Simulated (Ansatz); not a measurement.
# C5H10O: ionisation energy by level of theory

The task here is to estimate one member of a computed series from the others.

Computed with Ansatz 0.2.0, Gaussian basis. Level: unrestricted cation, the program's frozen cores in correlated methods.

Levels to be run: UKS PBE-D4/def2-TZVPP; UKS r2SCAN-D4/def2-TZVPP; UKS PBE0-D4/def2-TZVPP; UKS B3LYP-D4/def2-TZVPP; UKS wB97X-V/def2-TZVPP; UKS wB97M-V/def2-TZVPP; UKS B2PLYP/def2-TZVPP; UHF-CCSD(T)/def2-TZVPP; UHF-MP2/def2-QZVPP; extrapolation to the limit; then −ε(HOMO) from the neutral's earlier runs with LDA (SPW92), PBE-D4, revPBE-D4, BLYP-D4, r2SCAN-D4, B97M-V, PBE0-D4, B3LYP-D4, r2SCANh-D4, r2SCAN0-D4, HSE06-D4, BHLYP-D4, CAM-B3LYP-D4, LC-ωPBE, ωB97X-V, ωB97M-V.

### The relaxed structure

The geometry comes from an earlier relaxation with PBE0-D4 in a triple-zeta def2 set; it is a stationary point, not always the lowest conformer.

SMILES `CC(C)=C(C)O`, 16 atoms, charge 0, spin multiplicity 1.

Atoms are counted from 1 here; the program's logs count them from 0.

Bond lengths: C1–C2 1.501 Å, C1–H7 1.097 Å, C1–H8 1.095 Å, C1–H9 1.094 Å, C2–C3 1.496 Å, C2–C4 1.339 Å, C3–H10 1.096 Å, C3–H11 1.096 Å, C3–H12 1.088 Å, C4–C5 1.488 Å, C4–O6 1.368 Å, C5–H13 1.086 Å, C5–H14 1.094 Å, C5–H15 1.094 Å, O6–H16 0.961 Å. Angles: C2–C1–H7 112.1°, C2–C1–H8 114.1°, C2–C1–H9 110.1°, H7–C1–H8 107.6°, H7–C1–H9 106.6°, H8–C1–H9 105.9°, C1–C2–C3 114.2°, C1–C2–C4 121.9°, C3–C2–C4 123.9°, C2–C3–H10 110.5°, C2–C3–H11 111.0°, C2–C3–H12 113.5°, H10–C3–H11 106.4°, H10–C3–H12 107.3°, H11–C3–H12 107.8°, C2–C4–C5 127.7°, C2–C4–O6 123.1°, C5–C4–O6 109.1° and more.

The first run:

in.yaml reads:

```yaml
crystal:
  periodic: [false, false, false]
  atoms:
    - {symbol: C, position_ang: [-0.157679, -0.458877, 1.809476]}
    - {symbol: C, position_ang: [0.168451, -0.196141, 0.367581]}
    - {symbol: C, position_ang: [1.458969, -0.798669, -0.089887]}
    - {symbol: C, position_ang: [-0.655765, 0.496002, -0.428427]}
    - {symbol: C, position_ang: [-0.451754, 0.857290, -1.857148]}
    - {symbol: O, position_ang: [-1.857497, 0.994980, -0.007263]}
    - {symbol: H, position_ang: [-0.596322, -1.452821, 1.958768]}
    - {symbol: H, position_ang: [-0.838850, 0.273991, 2.253732]}
    - {symbol: H, position_ang: [0.753622, -0.424717, 2.413439]}
    - {symbol: H, position_ang: [1.470354, -1.877559, 0.105144]}
    - {symbol: H, position_ang: [2.307163, -0.375550, 0.460998]}
    - {symbol: H, position_ang: [1.649890, -0.660001, -1.152290]}
    - {symbol: H, position_ang: [0.519764, 0.551097, -2.234538]}
    - {symbol: H, position_ang: [-1.229838, 0.400646, -2.475667]}
    - {symbol: H, position_ang: [-0.544817, 1.940549, -1.975136]}
    - {symbol: H, position_ang: [-2.018590, 0.707279, 0.895618]}
basis:
  gaussian: {orbitals: def2-TZVPP}
total_charge: 1
magnetization: {spin_polarized: true, initial_magnetization: 1}
hamiltonian: {xc: pbe, dispersion: d4}
```

The run is started by

```
$ ansatz run in.yaml --threads 2 --pin off --events-out ev --progress --plain --max-ram 32768MiB --backend cuda --devices 0, --max-vram 18GiB
```

Among the steps run: Cation, UKS PBE-D4/def2-TZVPP; Cation, UKS r2SCAN-D4/def2-TZVPP; Cation, UKS PBE0-D4/def2-TZVPP; Cation, UKS B3LYP-D4/def2-TZVPP; Cation, UKS wB97X-V/def2-TZVPP; Cation, UKS wB97M-V/def2-TZVPP; Cation, UKS B2PLYP (frozen core)/def2-TZVPP; Cation, UHF-CCSD(T)/def2-TZVPP; Cation, UHF-MP2/def2-QZVPP.

One table of the session follows, with a row left open; its other results are not shown here.

For comparison, −ε(HOMO) of the neutral from earlier runs:

| functional | −ε(HOMO) (eV) |
| --- | --- |
| LDA (SPW92) | 4.92 |
| PBE-D4 | 4.77 |
| revPBE-D4 | 4.72 |
| BLYP-D4 | 4.66 |
| r2SCAN-D4 | 4.94 |
| B97M-V | 5.01 |
| PBE0-D4 | 5.92 |
| B3LYP-D4 | 5.74 |
| r2SCANh-D4 | ? |
| r2SCAN0-D4 | 6.04 |
| HSE06-D4 | 5.52 |
| BHLYP-D4 | 6.97 |
| CAM-B3LYP-D4 | 7.25 |
| LC-ωPBE | 8.55 |
| ωB97X-V | 8.20 |
| ωB97M-V | 8.12 |

**Question.** Estimate the row for r2SCANh-D4.

Worked estimate for «−ε(HOMO) (eV)». Against the share of exact exchange, r2SCAN-D4 (0, 4.94), r2SCAN0-D4 (0.25, 6.04) give a slope of 4.40 per unit share; at 0.1 the line stands at 5.38.

**Answer.** −ε(HOMO) (eV): 5.38. In «−ε(HOMO) (eV)» the line misses by 0.00.
